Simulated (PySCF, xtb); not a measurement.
## H3SSi: which of two isomers lies lower

We compare I, `[SiH2]S`, a doublet, with II, `[SiH3][S]`, a doublet. Both are isolated molecules in the gas phase, relaxed with B3LYP/6-31G*; each stands in its lowest conformer found.

Quicker runs give these differences E(II) − E(I): GFN2-xTB −15.0 kcal/mol; HF/STO-3G −21.0 kcal/mol (at GFN2-xTB geometries); r2SCAN-D4/def2-SVP +1.8 kcal/mol (at GFN2-xTB geometries).

Problem. Estimate E(II) − E(I) at the level CCSD(T)/def2-TZVP.

Solution. Calculated at CCSD(T)/def2-TZVP: E(II) − E(I) = −2.0 kcal/mol, so structure II lies lower.

How the difference moves with the method:

```tsv
level	geometry	E(II) − E(I) (kcal/mol)	departure from the last row (kcal/mol)	job, with rough time for the two
GFN2-xTB	GFN2-xTB	−15.0	−13.0	optimisation, 0.13 s
HF/STO-3G	GFN2-xTB	−21.0	−19.0	single point, 1.6 s
r2SCAN-D4/def2-SVP	GFN2-xTB	+1.8	+3.8	single point, 1.9 min
B3LYP/6-31G*	B3LYP/6-31G*	−3.2	−1.2	optimisation, 41 s
HF/def2-TZVP	B3LYP/6-31G*	−8.3	−6.3	part of the CCSD(T) run
MP2/def2-TZVP	B3LYP/6-31G*	+0.2	+2.2	part of the CCSD(T) run
CCSD(T)/def2-TZVP	B3LYP/6-31G*	−2.0		single point, 60 s
```

As drawn, II has 1 Si–H in place of 1 S–H.

r2SCAN-D4/def2-SVP puts the two in the other order. MP2/def2-TZVP finds them nearly level. The largest departure from CCSD(T)/def2-TZVP is that of HF/STO-3G, 19.0 kcal/mol.

With thermal terms from frequencies at re-optimised GFN2-xTB minima (ideal gas, soft modes damped towards free rotors, one conformer each, 298.15 K, 1 atm): the zero-point term adds +0.7 kcal/mol; ΔH is −1.7 and ΔG −0.2 kcal/mol. In free energy the two are nearly level.

Open shells are spin-unrestricted. The correlated steps freeze 10 core orbitals. Run with PySCF 2.14.0, xtb 6.7.1 (Pople sets with spherical d functions); the last row on 2 threads of AMD EPYC 7B13 (Zen 3) on a shared host.
